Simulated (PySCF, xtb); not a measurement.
Barrier height from Cl− + CH3Cl (SMILES CCl) to the transition structure CH3Cl2, without zero-point energy, on the benchmark's geometries as Psi4's copy of the set gives them.
Transition structure (charge -1, multiplicity 1):
```tsv
atom	x (Å)	y (Å)	z (Å)
Cl	2.3226	-0.0001	0.0001
C	-0.0001	0.0005	-0.0005
H	0.0001	-0.7443	-0.7676
H	-0.0003	-0.2914	1.0280
H	0.0001	1.0372	-0.2620
Cl	-2.3225	-0.0001	0.0001
```
Reactant (charge 0, multiplicity 1):
```xyz
5

C      0.0000     0.0000    -1.1259
Cl     0.0000     0.0000     0.6568
H      0.0000     1.0280    -1.4703
H      0.8903    -0.5140    -1.4703
H     -0.8903    -0.5140    -1.4703
```

Open shells are unrestricted; no spin–orbit coupling.

Rows in 6-31G* carry no dispersion term and start afresh at each structure (6-31G* with six Cartesian d functions).

The values were computed with PySCF for 6-31G* rows; xtb for the GFN methods. Values without a source in brackets are computed.

### Question
Give the barrier height at the level B3LYP/6-31G*.

### Answer
-5.4 kcal/mol

### Question
What barrier height does GFN2-xTB give?

### Answer
2.6 kcal/mol

### Question
What is the computed barrier height (HF/6-31G*)?

### Answer
4.2 kcal/mol
